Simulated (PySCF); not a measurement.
# CH4: magnetic properties, part 1 of 2

Aim: compute the magnetic properties of CH4 (`C`).

Computed with PySCF 2.14.0 and routines of our own; the level stands in each step. Atoms count from 0.

## 1. The starting structure

5 atoms, charge 0, multiplicity 1; geometry from: GFN2-xTB.

## 2. Optimising the geometry at PBE0-D3(BJ)/def2-SVP

Job settings and geometry (Å):

```
{"job": {"xc": "PBE0", "basis": "def2-SVP", "d3": "d3bj", "grid": 1, "kind": "geom"}, "charge": 0, "multiplicity": 1}
C      0.001701     0.000577    -0.003452
H      0.905381    -0.594781    -0.016862
H      0.200712     0.968370    -0.444880
H     -0.328884     0.131414     1.018647
H     -0.770288    -0.502727    -0.570637
```

Run with:

```
OMP_NUM_THREADS=1 python excited_run.py task.json out
```

The driver reads the jobs from task.json and runs them one after another.

Standard output:

```text
step   0  E = -40.42884147  max force = 0.010502
step   1  E = -40.42950013  max force = 0.000145
step   2  E = -40.42950025  max force = 0.000006
optimisation converged
```

It took 1.5 s on 1 thread of Arm Neoverse N1, shared host; peak memory 0.24 GiB.

Step by step:

| step | energy from step 0 (eV) | largest force component (eV/Å) |
| --- | --- | --- |
| 0 | 0.0000 | 0.5400 |
| 1 | -0.0179 | 0.0075 |
| 2 | -0.0179 | 0.0003 |

Close pairs (by a distance rule), those that changed most:

```
 bond  before (Å)  after (Å)  change (Å)
C0–H4       1.082      1.098      +0.016
C0–H2       1.082      1.098      +0.016
C0–H3       1.082      1.098      +0.016
C0–H1       1.082      1.098      +0.016
```

The final coordinates are the input of the step that follows.

```csv
at the end point,value
point group (found at 0.08 Å tolerance),Td
"rotational constants (GHz, main isotopes)","156.0, 156.0, 155.9"
dipole moment (D),0.00
```

## 3. Magnetic properties: GIAO HF/aug-pcSseg-2

Job settings and geometry (Å):

```
{"job": {"kind": "mag", "xc": "HF", "basis": "aug-pcSseg-2"}, "charge": 0, "multiplicity": 1}
C     -0.010481     0.001977    -0.002418
H      0.906832    -0.601455    -0.015958
H      0.190792     0.984072    -0.450548
H     -0.346000     0.134885     1.034685
H     -0.793607    -0.509308    -0.577834
```

Method: GIAO HF/aug-pcSseg-2 magnetisability, rotational g tensor and spin-rotation constants, non-relativistic, gas phase.

Standard output:

```text
final grid: 32696 points
cycle   1  E = -40.2045467369  dE = -2.022e-01  |g| = 1.537e-01  |ddm| = 1.243e+00
cycle   2  E = -40.2119535814  dE = -7.407e-03  |g| = 3.699e-02  |ddm| = 2.197e-01
cycle   3  E = -40.2125176883  dE = -5.641e-04  |g| = 6.253e-03  |ddm| = 8.849e-02
cycle   4  E = -40.2125305321  dE = -1.284e-05  |g| = 1.653e-03  |ddm| = 1.536e-02
cycle   5  E = -40.2125320300  dE = -1.498e-06  |g| = 2.239e-04  |ddm| = 6.380e-03
cycle   6  E = -40.2125320656  dE = -3.564e-08  |g| = 2.717e-05  |ddm| = 1.782e-03
cycle   7  E = -40.2125320660  dE = -3.908e-10  |g| = 1.105e-06  |ddm| = 1.941e-04
converged SCF energy = -40.2125320660

Magnetisability tensor (1e-30 J/T^2)
     -315.45        0.00       -0.00
        0.00     -315.44        0.00
       -0.00        0.00     -315.44
isotropic -315.44   principal values    -315.45   -315.44   -315.44
isotropic susceptibility -18.996 1e-6 cm^3/mol

Inertial axes            a          b          c
rot. const./GHz    155.9550   155.9523   155.9415
chi total           -18.996    -18.996    -18.996
chi diamagnetic     -28.565    -28.565    -28.565
chi paramagnetic      9.569      9.569      9.569
quadrupole/D A        0.000      0.000      0.000
g nuclear            0.9995     0.9995     0.9994
g electronic        -0.7011    -0.7011    -0.7010
g total              0.2984     0.2984     0.2984

Spin-rotation constants (kHz, H = +C I.J)
atom  isotope        aa         bb         cc
  1     1H      -10.585    -10.584    -10.584
  2     1H      -10.584    -10.584    -10.583
  3     1H      -10.584    -10.584    -10.583
  4     1H      -10.584    -10.584    -10.583
  0    13C*      16.588     16.588     16.587
* in the singly substituted isotopologue
```

Run time: 2 s. Hardware: 1 thread of Arm Neoverse N1, shared host; peak memory 0.41 GiB.

From this job:

```csv
quantity,value
magnetisability,-315·10⁻³⁰ J/T²
molar susceptibility,-19.0·10⁻⁶ cm³/mol
"rotational g (a, b, c)","0.2984, 0.2984, 0.2984"
```

## 4. Magnetic properties: GIAO LDA/aug-pcSseg-2

Job settings and geometry (Å):

```
{"job": {"kind": "mag", "xc": "LDA", "basis": "aug-pcSseg-2"}, "charge": 0, "multiplicity": 1}
C     -0.010481     0.001977    -0.002418
H      0.906832    -0.601455    -0.015958
H      0.190792     0.984072    -0.450548
H     -0.346000     0.134885     1.034685
H     -0.793607    -0.509308    -0.577834
```

With the program's defaults for keys left out, this is: GIAO LDA/aug-pcSseg-2 magnetisability, rotational g tensor and spin-rotation constants, non-relativistic, gas phase.

Standard output:

```text
coarse grid: 3568 points
cycle   1  E = -40.0685550158  dE = -1.795e-01  |g| = 4.395e-01  |ddm| = 1.368e+00
cycle   2  E = -39.9969919069  dE =  7.156e-02  |g| = 6.650e-01  |ddm| = 7.728e-01
cycle   3  E = -40.1183540239  dE = -1.214e-01  |g| = 1.340e-02  |ddm| = 4.506e-01
cycle   4  E = -40.1184091425  dE = -5.512e-05  |g| = 5.284e-04  |ddm| = 1.254e-02
cycle   5  E = -40.1184092026  dE = -6.014e-08  |g| = 3.833e-05  |ddm| = 1.385e-03
final grid: 32696 points
cycle   6  E = -40.1181093303  dE = -3.818e-05  |g| = 3.488e-03  |ddm| = 8.690e-02
cycle   7  E = -40.1181051187  dE =  4.212e-06  |g| = 5.348e-03  |ddm| = 5.555e-03
cycle   8  E = -40.1181121580  dE = -7.039e-06  |g| = 1.149e-04  |ddm| = 3.536e-03
cycle   9  E = -40.1181121619  dE = -3.839e-09  |g| = 8.758e-06  |ddm| = 1.902e-04
cycle  10  E = -40.1181121619  dE = -1.892e-11  |g| = 3.736e-06  |ddm| = 2.366e-05
converged SCF energy = -40.1181121619

Magnetisability tensor (1e-30 J/T^2)
     -331.30        0.00       -0.00
        0.00     -331.30        0.00
       -0.00        0.00     -331.30
isotropic -331.30   principal values    -331.30   -331.30   -331.30
isotropic susceptibility -19.951 1e-6 cm^3/mol

Inertial axes            a          b          c
rot. const./GHz    155.9550   155.9523   155.9415
chi total           -19.951    -19.951    -19.951
chi diamagnetic     -28.797    -28.797    -28.797
chi paramagnetic      8.846      8.846      8.846
quadrupole/D A        0.000      0.000      0.000
g nuclear            0.9995     0.9995     0.9994
g electronic        -0.6481    -0.6481    -0.6481
g total              0.3514     0.3514     0.3514

Spin-rotation constants (kHz, H = +C I.J)
atom  isotope        aa         bb         cc
  1     1H      -10.723    -10.722    -10.722
  2     1H      -10.722    -10.722    -10.721
  3     1H      -10.722    -10.722    -10.721
  4     1H      -10.722    -10.722    -10.722
  0    13C*      17.019     17.018     17.017
* in the singly substituted isotopologue
```

Wall time 4.6 s (1 thread of Arm Neoverse N1, shared host); peak memory 0.41 GiB.

From this job:

```csv
quantity,value
magnetisability,-331·10⁻³⁰ J/T²
molar susceptibility,-20.0·10⁻⁶ cm³/mol
"rotational g (a, b, c)","0.3514, 0.3514, 0.3514"
```

## 5. Magnetic properties: GIAO PBE/aug-pcSseg-2

Job settings and geometry (Å):

```
{"job": {"kind": "mag", "xc": "PBE", "basis": "aug-pcSseg-2"}, "charge": 0, "multiplicity": 1}
C     -0.010481     0.001977    -0.002418
H      0.906832    -0.601455    -0.015958
H      0.190792     0.984072    -0.450548
H     -0.346000     0.134885     1.034685
H     -0.793607    -0.509308    -0.577834
```

Level: GIAO PBE/aug-pcSseg-2 magnetisability, rotational g tensor and spin-rotation constants, non-relativistic, gas phase.

Standard output:

```text
coarse grid: 3568 points
cycle   1  E = -40.4205301400  dE = -1.830e-01  |g| = 4.075e-01  |ddm| = 1.333e+00
cycle   2  E = -40.3625689953  dE =  5.796e-02  |g| = 6.068e-01  |ddm| = 6.428e-01
cycle   3  E = -40.4645467504  dE = -1.020e-01  |g| = 9.128e-03  |ddm| = 3.648e-01
cycle   4  E = -40.4645702587  dE = -2.351e-05  |g| = 3.068e-04  |ddm| = 2.829e-02
cycle   5  E = -40.4645702736  dE = -1.486e-08  |g| = 3.414e-05  |ddm| = 2.290e-03
final grid: 32696 points
cycle   6  E = -40.4654533359  dE = -4.379e-05  |g| = 7.912e-03  |ddm| = 1.239e-01
cycle   7  E = -40.4654330592  dE =  2.028e-05  |g| = 1.190e-02  |ddm| = 1.222e-02
cycle   8  E = -40.4654684690  dE = -3.541e-05  |g| = 1.513e-04  |ddm| = 7.167e-03
cycle   9  E = -40.4654684761  dE = -7.021e-09  |g| = 1.779e-05  |ddm| = 2.620e-04
cycle  10  E = -40.4654684761  dE = -9.671e-11  |g| = 4.537e-06  |ddm| = 3.064e-05
converged SCF energy = -40.4654684761

Magnetisability tensor (1e-30 J/T^2)
     -321.96        0.00       -0.00
        0.00     -321.95        0.00
       -0.00        0.00     -321.95
isotropic -321.95   principal values    -321.96   -321.95   -321.95
isotropic susceptibility -19.389 1e-6 cm^3/mol

Inertial axes            a          b          c
rot. const./GHz    155.9550   155.9523   155.9415
chi total           -19.389    -19.389    -19.389
chi diamagnetic     -28.698    -28.698    -28.698
chi paramagnetic      9.310      9.310      9.310
quadrupole/D A       -0.000     -0.000     -0.000
g nuclear            0.9995     0.9995     0.9994
g electronic        -0.6821    -0.6821    -0.6820
g total              0.3174     0.3174     0.3174

Spin-rotation constants (kHz, H = +C I.J)
atom  isotope        aa         bb         cc
  1     1H      -10.643    -10.643    -10.642
  2     1H      -10.643    -10.642    -10.642
  3     1H      -10.643    -10.643    -10.642
  4     1H      -10.643    -10.643    -10.642
  0    13C*      18.015     18.015     18.014
* in the singly substituted isotopologue
```

It took 5.7 s on 1 thread of Arm Neoverse N1, shared host; peak memory 0.41 GiB.

In short:

```
              quantity                   value
       magnetisability         -322·10⁻³⁰ J/T²
  molar susceptibility      -19.4·10⁻⁶ cm³/mol
rotational g (a, b, c)  0.3174, 0.3174, 0.3174
```

## 6. Magnetic properties: GIAO BLYP/aug-pcSseg-2

Job settings and geometry (Å):

```
{"job": {"kind": "mag", "xc": "BLYP", "basis": "aug-pcSseg-2"}, "charge": 0, "multiplicity": 1}
C     -0.010481     0.001977    -0.002418
H      0.906832    -0.601455    -0.015958
H      0.190792     0.984072    -0.450548
H     -0.346000     0.134885     1.034685
H     -0.793607    -0.509308    -0.577834
```

Level: GIAO BLYP/aug-pcSseg-2 magnetisability, rotational g tensor and spin-rotation constants, non-relativistic, gas phase.

Standard output:

```text
coarse grid: 3568 points
cycle   1  E = -40.4537076785  dE = -1.808e-01  |g| = 4.216e-01  |ddm| = 1.244e+00
cycle   2  E = -40.3858867605  dE =  6.782e-02  |g| = 6.406e-01  |ddm| = 7.195e-01
cycle   3  E = -40.5004934059  dE = -1.146e-01  |g| = 1.049e-02  |ddm| = 4.188e-01
cycle   4  E = -40.5005277887  dE = -3.438e-05  |g| = 6.732e-04  |ddm| = 1.609e-02
cycle   5  E = -40.5005279000  dE = -1.113e-07  |g| = 5.443e-05  |ddm| = 1.780e-03
final grid: 32696 points
cycle   6  E = -40.5030102238  dE = -4.229e-05  |g| = 6.207e-03  |ddm| = 7.521e-02
cycle   7  E = -40.5029971121  dE =  1.311e-05  |g| = 9.438e-03  |ddm| = 9.996e-03
cycle   8  E = -40.5030193306  dE = -2.222e-05  |g| = 2.057e-04  |ddm| = 6.028e-03
cycle   9  E = -40.5030193435  dE = -1.290e-08  |g| = 2.563e-05  |ddm| = 4.367e-04
cycle  10  E = -40.5030193437  dE = -2.069e-10  |g| = 4.695e-06  |ddm| = 4.695e-05
converged SCF energy = -40.5030193437

Magnetisability tensor (1e-30 J/T^2)
     -319.68        0.00       -0.00
        0.00     -319.67        0.00
       -0.00        0.00     -319.67
isotropic -319.67   principal values    -319.68   -319.67   -319.67
isotropic susceptibility -19.251 1e-6 cm^3/mol

Inertial axes            a          b          c
rot. const./GHz    155.9550   155.9523   155.9415
chi total           -19.251    -19.251    -19.251
chi diamagnetic     -28.850    -28.850    -28.850
chi paramagnetic      9.599      9.599      9.599
quadrupole/D A        0.000      0.000      0.000
g nuclear            0.9995     0.9995     0.9994
g electronic        -0.7033    -0.7033    -0.7032
g total              0.2962     0.2962     0.2962

Spin-rotation constants (kHz, H = +C I.J)
atom  isotope        aa         bb         cc
  1     1H      -10.648    -10.648    -10.648
  2     1H      -10.648    -10.648    -10.647
  3     1H      -10.648    -10.648    -10.647
  4     1H      -10.648    -10.648    -10.647
  0    13C*      19.048     19.048     19.047
* in the singly substituted isotopologue
```

It took 5.7 s on 1 thread of Arm Neoverse N1, shared host; peak memory 0.41 GiB.

From this job:

```
              quantity                   value
       magnetisability         -320·10⁻³⁰ J/T²
  molar susceptibility      -19.3·10⁻⁶ cm³/mol
rotational g (a, b, c)  0.2962, 0.2962, 0.2962
```

## 7. Magnetic properties: GIAO BP86/aug-pcSseg-2

Job settings and geometry (Å):

```
{"job": {"kind": "mag", "xc": "BP86", "basis": "aug-pcSseg-2"}, "charge": 0, "multiplicity": 1}
C     -0.010481     0.001977    -0.002418
H      0.906832    -0.601455    -0.015958
H      0.190792     0.984072    -0.450548
H     -0.346000     0.134885     1.034685
H     -0.793607    -0.509308    -0.577834
```

Method: GIAO BP86/aug-pcSseg-2 magnetisability, rotational g tensor and spin-rotation constants, non-relativistic, gas phase.

Standard output:

```text
coarse grid: 3568 points
cycle   1  E = -40.4897212626  dE = -1.836e-01  |g| = 3.993e-01  |ddm| = 1.246e+00
cycle   2  E = -40.4382940786  dE =  5.143e-02  |g| = 5.846e-01  |ddm| = 6.742e-01
cycle   3  E = -40.5316969047  dE = -9.340e-02  |g| = 8.484e-03  |ddm| = 3.958e-01
cycle   4  E = -40.5317193902  dE = -2.249e-05  |g| = 6.706e-04  |ddm| = 2.767e-02
cycle   5  E = -40.5317194884  dE = -9.821e-08  |g| = 2.103e-05  |ddm| = 1.326e-03
final grid: 32696 points
cycle   6  E = -40.5327862397  dE = -4.541e-05  |g| = 4.559e-03  |ddm| = 5.995e-02
cycle   7  E = -40.5327796247  dE =  6.615e-06  |g| = 6.729e-03  |ddm| = 7.542e-03
cycle   8  E = -40.5327910958  dE = -1.147e-05  |g| = 1.155e-04  |ddm| = 4.525e-03
cycle   9  E = -40.5327910641  dE =  3.161e-08  |g| = 1.587e-05  |ddm| = 2.351e-04
cycle  10  E = -40.5327910642  dE = -7.146e-11  |g| = 4.334e-06  |ddm| = 3.209e-05
converged SCF energy = -40.5327910642

Magnetisability tensor (1e-30 J/T^2)
     -320.13        0.00       -0.00
        0.00     -320.12        0.00
       -0.00        0.00     -320.12
isotropic -320.12   principal values    -320.13   -320.12   -320.12
isotropic susceptibility -19.278 1e-6 cm^3/mol

Inertial axes            a          b          c
rot. const./GHz    155.9550   155.9523   155.9415
chi total           -19.278    -19.278    -19.278
chi diamagnetic     -28.647    -28.647    -28.647
chi paramagnetic      9.368      9.368      9.368
quadrupole/D A        0.000      0.000      0.000
g nuclear            0.9995     0.9995     0.9994
g electronic        -0.6864    -0.6864    -0.6863
g total              0.3131     0.3131     0.3131

Spin-rotation constants (kHz, H = +C I.J)
atom  isotope        aa         bb         cc
  1     1H      -10.650    -10.650    -10.649
  2     1H      -10.649    -10.649    -10.649
  3     1H      -10.650    -10.649    -10.649
  4     1H      -10.650    -10.650    -10.649
  0    13C*      18.232     18.232     18.231
* in the singly substituted isotopologue
```

Run time: 5.8 s. Hardware: 1 thread of Arm Neoverse N1, shared host; peak memory 0.45 GiB.

In short:

| quantity | value |
| --- | --- |
| magnetisability | -320·10⁻³⁰ J/T² |
| molar susceptibility | -19.3·10⁻⁶ cm³/mol |
| rotational g (a, b, c) | 0.3131, 0.3131, 0.3131 |

## 8. Magnetic properties: GIAO OPBE/aug-pcSseg-2

Job settings and geometry (Å):

```
{"job": {"kind": "mag", "xc": "OPBE", "basis": "aug-pcSseg-2"}, "charge": 0, "multiplicity": 1}
C     -0.010481     0.001977    -0.002418
H      0.906832    -0.601455    -0.015958
H      0.190792     0.984072    -0.450548
H     -0.346000     0.134885     1.034685
H     -0.793607    -0.509308    -0.577834
```

With the program's defaults for keys left out, this is: GIAO OPBE/aug-pcSseg-2 magnetisability, rotational g tensor and spin-rotation constants, non-relativistic, gas phase.

Standard output:

```text
coarse grid: 3568 points
cycle   1  E = -40.4829364783  dE = -1.937e-01  |g| = 3.688e-01  |ddm| = 2.246e+00
cycle   2  E = -40.4423392511  dE =  4.060e-02  |g| = 5.285e-01  |ddm| = 7.544e-01
cycle   3  E = -40.5202489835  dE = -7.791e-02  |g| = 7.006e-03  |ddm| = 5.574e-01
cycle   4  E = -40.5202599550  dE = -1.097e-05  |g| = 9.581e-04  |ddm| = 1.324e-01
cycle   5  E = -40.5202602735  dE = -3.185e-07  |g| = 1.315e-04  |ddm| = 9.544e-03
final grid: 32696 points
cycle   6  E = -40.5174562254  dE = -7.869e-05  |g| = 6.362e-03  |ddm| = 4.213e-01
cycle   7  E = -40.5174458152  dE =  1.041e-05  |g| = 8.954e-03  |ddm| = 1.124e-02
cycle   8  E = -40.5174663272  dE = -2.051e-05  |g| = 1.060e-04  |ddm| = 8.114e-03
cycle   9  E = -40.5174663306  dE = -3.347e-09  |g| = 2.737e-05  |ddm| = 5.396e-04
cycle  10  E = -40.5174663308  dE = -2.509e-10  |g| = 4.776e-06  |ddm| = 6.720e-05
converged SCF energy = -40.5174663308

Magnetisability tensor (1e-30 J/T^2)
     -318.07        0.00       -0.00
        0.00     -318.07       -0.00
       -0.00       -0.00     -318.07
isotropic -318.07   principal values    -318.07   -318.07   -318.07
isotropic susceptibility -19.155 1e-6 cm^3/mol

Inertial axes            a          b          c
rot. const./GHz    155.9550   155.9523   155.9415
chi total           -19.155    -19.155    -19.155
chi diamagnetic     -28.423    -28.423    -28.423
chi paramagnetic      9.269      9.269      9.269
quadrupole/D A       -0.000     -0.000     -0.000
g nuclear            0.9995     0.9995     0.9994
g electronic        -0.6791    -0.6791    -0.6790
g total              0.3204     0.3204     0.3204

Spin-rotation constants (kHz, H = +C I.J)
atom  isotope        aa         bb         cc
  1     1H      -10.546    -10.546    -10.546
  2     1H      -10.546    -10.546    -10.545
  3     1H      -10.546    -10.546    -10.545
  4     1H      -10.546    -10.546    -10.545
  0    13C*      17.417     17.417     17.415
* in the singly substituted isotopologue
```

Run time: 5.7 s. Hardware: 1 thread of Arm Neoverse N1, shared host; peak memory 0.41 GiB.

In short:

```csv
quantity,value
magnetisability,-318·10⁻³⁰ J/T²
molar susceptibility,-19.2·10⁻⁶ cm³/mol
"rotational g (a, b, c)","0.3204, 0.3204, 0.3204"
```

## 9. Magnetic properties: GIAO OLYP/aug-pcSseg-2

Job settings and geometry (Å):

```
{"job": {"kind": "mag", "xc": "OLYP", "basis": "aug-pcSseg-2"}, "charge": 0, "multiplicity": 1}
C     -0.010481     0.001977    -0.002418
H      0.906832    -0.601455    -0.015958
H      0.190792     0.984072    -0.450548
H     -0.346000     0.134885     1.034685
H     -0.793607    -0.509308    -0.577834
```

Level: GIAO OLYP/aug-pcSseg-2 magnetisability, rotational g tensor and spin-rotation constants, non-relativistic, gas phase.

Standard output:

```text
coarse grid: 3568 points
cycle   1  E = -40.4711771778  dE = -1.885e-01  |g| = 3.833e-01  |ddm| = 1.897e+00
cycle   2  E = -40.4162372911  dE =  5.494e-02  |g| = 5.791e-01  |ddm| = 6.555e-01
cycle   3  E = -40.5119922499  dE = -9.575e-02  |g| = 6.443e-03  |ddm| = 4.826e-01
cycle   4  E = -40.5120013435  dE = -9.094e-06  |g| = 6.499e-04  |ddm| = 1.675e-01
final grid: 32696 points
cycle   5  E = -40.5112259836  dE = -5.646e-05  |g| = 7.022e-03  |ddm| = 2.584e-01
cycle   6  E = -40.5112108790  dE =  1.510e-05  |g| = 1.030e-02  |ddm| = 1.147e-02
cycle   7  E = -40.5112382683  dE = -2.739e-05  |g| = 1.460e-04  |ddm| = 7.454e-03
cycle   8  E = -40.5112382755  dE = -7.177e-09  |g| = 3.222e-05  |ddm| = 2.467e-04
cycle   9  E = -40.5112382759  dE = -3.711e-10  |g| = 5.173e-06  |ddm| = 6.096e-05
converged SCF energy = -40.5112382759

Magnetisability tensor (1e-30 J/T^2)
     -318.93        0.00       -0.00
        0.00     -318.93       -0.00
       -0.00       -0.00     -318.93
isotropic -318.93   principal values    -318.93   -318.93   -318.93
isotropic susceptibility -19.206 1e-6 cm^3/mol

Inertial axes            a          b          c
rot. const./GHz    155.9550   155.9523   155.9415
chi total           -19.206    -19.206    -19.206
chi diamagnetic     -28.709    -28.709    -28.709
chi paramagnetic      9.503      9.503      9.503
quadrupole/D A        0.000      0.000      0.000
g nuclear            0.9995     0.9995     0.9994
g electronic        -0.6962    -0.6962    -0.6962
g total              0.3033     0.3033     0.3032

Spin-rotation constants (kHz, H = +C I.J)
atom  isotope        aa         bb         cc
  1     1H      -10.569    -10.568    -10.568
  2     1H      -10.568    -10.568    -10.567
  3     1H      -10.568    -10.568    -10.567
  4     1H      -10.568    -10.568    -10.568
  0    13C*      18.132     18.131     18.130
* in the singly substituted isotopologue
```

It took 5.5 s on 1 thread of Arm Neoverse N1, shared host; peak memory 0.41 GiB.

From this job:

```
              quantity                   value
       magnetisability         -319·10⁻³⁰ J/T²
  molar susceptibility      -19.2·10⁻⁶ cm³/mol
rotational g (a, b, c)  0.3033, 0.3033, 0.3032
```

(Continued in part 2 of 2.)
